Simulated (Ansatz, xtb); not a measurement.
**Relaxing a trial structure of BFH2O**

The starting geometry of this gas-phase singlet has its atoms placed at random.

```xyz
5

B    -0.1696    0.1254    0.3519
F    -0.8031    1.4102    0.5443
O     1.6553    0.2365    0.3146
H     1.0567    0.7510   -0.3307
H    -1.2735    0.3001   -0.2397
```

**Question.** Guess where an optimisation with r2SCAN-D4/def2-SVP ends from this start.

**Answer.** It ends as `OBF`. Contacts that close: B1–O3 (1.83 → 1.35 Å).

The energy falls by 6.70 eV over 12 steps:

```csv
step,E − E(last) (eV)
1,6.701
2,4.134
3,2.212
5,0.737
6,0.535
7,0.211
8,0.157
10,0.000
11,0.000
12,0.000
```

Final geometry (Å):

```xyz
5

B    -0.3034    0.4593    0.1607
F    -0.5820    1.6265    0.7465
O     0.9564    0.1807   -0.2209
H     1.5732    0.8997   -0.0200
H    -1.1786   -0.3430   -0.0258
```

From the same start GFN2-xTB reaches the same bonding as this run.

From so rough a start the end depends on the optimiser's path, so another program may land elsewhere. No frequencies were run, so the end isn't proven a minimum. Run with Ansatz 0.2.0, 8.1 s on 1 thread of Intel(R) Xeon(R) 6975P-C (Granite Rapids) (shared host).
